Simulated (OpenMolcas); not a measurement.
# triplet [NO2]+: levels of theory compared

Wanted: a comparison of 6 runs (U-r2SCAN/def2-TZVPPD, U-revPBE/def2-TZVPPD, UB3LYP/def2-TZVPPD, UBHLYP/def2-TZVPPD, USVWN5/def2-TZVPPD, UTPSS/def2-TZVPPD) of triplet [NO2]+. 

The results are computed with OpenMolcas 26.06.

## 1. Starting point

[NO2]+ has 3 atoms, charge +1, and is taken as a triplet. As SMILES of the parent species, `O=[N+]=O`. The coordinates come from a PBE0-D4/def2-TZVP relaxation. That shape belongs to the parent species and isn't relaxed for this state.

Bond lengths: O1–N2 1.110 Å, N2–O3 1.110 Å. Angles: O1–N2–O3 180.0°.

## 2. The energy at U-r2SCAN/def2-TZVPPD (run 1)

job.input

```
&GATEWAY
BasLib=$CurrDir
Coord
3
angstrom
O       -0.572980       0.927020      -0.209580
N       -0.000010      -0.000010       0.000000
O        0.572990      -0.927010       0.209580
Basis=def2-TZVPPD
Group=NoSym
&SEWARD
GridInput
Grid=UltraFine
End of Grid
&SCF
UHF
Charge=1
Spin=3
KSDFT=2
1.0 MGGA_X_R2SCAN
1.0 MGGA_C_R2SCAN
Thresholds=1e-10 1e-07 1e-07 1e-05
PrOrbitals=1
```

The basis set def2-TZVPPD is read from a file made from the Basis Set Exchange's data (not shown).

Run with:

```sh
$ export MOLCAS_MEM=1860
$ pymolcas job.input > job.log
```

The log of the run:

```text
--- Start Module: gateway ---
[...]
--- Stop Module: gateway /rc=_RC_ALL_IS_WELL_ ---
--- Start Module: seward ---
[...]
      Basis functions          117
--- Stop Module: seward /rc=_RC_ALL_IS_WELL_ ---
[...]
--- Start Module: scf ---
[...]
       Convergence after  24 Iterations
[...]
::    Total KS-DFT energy                            -204.4962748164
[...]
      Total spin, S                                     1.0022855961
[...]
      Total electronic charge=   22.000000
      Total            charge=    1.000000
[...]
      Dipole Moment (debye):
      Origin of the operator (angstrom)=    0.0000    0.0000   -0.0000
                   X=  1.2945E-05               Y=  3.1034E-05               Z= -2.5010E-06           Total=  3.3719E-05
      Center of Charge (angstrom)
[...]
--- Stop Module: scf /rc=_RC_ALL_IS_WELL_ ---
[...]
```

It took 86 s on 1 thread of Arm Neoverse V1, shared host; peak memory 0.73 GiB.

## 3. A single-point energy at U-revPBE/def2-TZVPPD (run 2)

job.inp

```
&GATEWAY
  BasLib=$CurrDir
  Coord
  3
  bohr
  O     -1.08277527     1.75181391    -0.39604880
  N     -0.00001890    -0.00001890     0.00000000
  O      1.08279417    -1.75179501     0.39604880
  Basis=def2-TZVPPD
  Group=NoSym

&SEWARD
  GridInput
  Grid=UltraFine
  End of Grid

&SCF
  UHF
  Charge=1
  Spin=3
  KSDFT=revPBE
  Thresholds=1e-10 1e-07 1e-07 1e-05
  PrOrbitals=0
```

The basis set def2-TZVPPD is read from a file made from the Basis Set Exchange's data (not shown).

Run with:

```sh
$ export MOLCAS_MEM=1860
$ pymolcas job.inp > job.log
```

The log of the run:

```text
--- Start Module: gateway ---
[...]
--- Stop Module: gateway /rc=_RC_ALL_IS_WELL_ ---
--- Start Module: seward ---
[...]
      Basis functions          117
--- Stop Module: seward /rc=_RC_ALL_IS_WELL_ ---
[...]
--- Start Module: scf ---
[...]
       Convergence after  24 Iterations
[...]
::    Total KS-DFT energy                            -204.5466047029
[...]
      Total spin, S                                     1.0011144718
[...]
      Total electronic charge=   22.000000
      Total            charge=    1.000000
[...]
      Dipole Moment (debye):
      Origin of the operator (angstrom)=    0.0000    0.0000    0.0000
                   X=  1.4894E-05               Y=  2.7144E-05               Z= -1.6846E-06           Total=  3.1007E-05
      Center of Charge (angstrom)
[...]
--- Stop Module: scf /rc=_RC_ALL_IS_WELL_ ---
[...]
```

Wall time 56 s (1 thread of Arm Neoverse V1, shared host); peak memory 0.73 GiB.

Runs 3 to 5 aren't shown in full; the table further down has their settings and results.

## 4. The energy at UTPSS/def2-TZVPPD (run 6)

calc.inp

```
&GATEWAY
BasLib = $CurrDir
BasisSet
O.def2-TZVPPD....
O1 -0.572980 0.927020 -0.209580 angstrom
O3 0.572990 -0.927010 0.209580 angstrom
End of Basis
BasisSet
N.def2-TZVPPD....
N2 -0.000010 -0.000010 0.000000 angstrom
End of Basis
&SEWARD
GridInput
Grid=UltraFine
End of Grid
&SCF
UHF
Charge = 1
Spin = 3
KSDFT = 2
1.0 MGGA_X_TPSS
1.0 MGGA_C_TPSS
Thresholds = 1e-10 1e-07 1e-07 1e-05
PrOrbitals = 1 2
```

The basis set def2-TZVPPD is read from a file made from the Basis Set Exchange's data (not shown).

Run with:

```sh
$ export MOLCAS_MEM=1860
$ pymolcas calc.inp > calc.log
```

The log of the run:

```text
--- Start Module: gateway ---
[...]
--- Stop Module: gateway /rc=_RC_ALL_IS_WELL_ ---
--- Start Module: seward ---
[...]
      Basis functions          117
--- Stop Module: seward /rc=_RC_ALL_IS_WELL_ ---
[...]
--- Start Module: scf ---
[...]
       Convergence after  24 Iterations
[...]
::    Total KS-DFT energy                            -204.6226762652
[...]
      Total spin, S                                     1.0014696094
[...]
      Total electronic charge=   22.000000
      Total            charge=    1.000000
[...]
      Dipole Moment (debye):
      Origin of the operator (angstrom)=    0.0000    0.0000    0.0000
                   X=  1.5134E-05               Y=  2.8046E-05               Z= -1.7812E-06           Total=  3.1919E-05
      Center of Charge (angstrom)
[...]
--- Stop Module: scf /rc=_RC_ALL_IS_WELL_ ---
[...]
```

Wall time 87 s (1 thread of Arm Neoverse V1, shared host); peak memory 0.73 GiB.

## 5. All runs side by side

| run | level | energy (Eh) | HOMO energy (eV) | ⟨S²⟩ | wall time |
| --- | --- | --- | --- | --- | --- |
| 1 | U-r2SCAN/def2-TZVPPD | -204.496275 | -13.19 | 2.007 | 86 s |
| 2 | U-revPBE/def2-TZVPPD | -204.546605 | -12.62 | 2.003 | 56 s |
| 3 | UB3LYP/def2-TZVPPD | -204.582382 | -14.42 | 2.005 | 62 s |
| 4 | UBHLYP/def2-TZVPPD | -204.480665 | -16.70 | 2.009 | 66 s |
| 5 | USVWN5/def2-TZVPPD | -203.103821 | -12.71 | 2.002 | 46 s |
| 6 | UTPSS/def2-TZVPPD | -204.622676 | -12.90 | 2.004 | 87 s |

## 6. What came out

| quantity | value |
| --- | --- |
| run 6: total energy | -204.62268 Eh |
| run 6: HOMO energy (highest over α and β) | -12.90 eV |
| run 6: ⟨S²⟩ | 2.004 |

**Reading.** Totals of different functionals can't be ranked against each other. All runs together took 6.7 min, the longest 87 s.
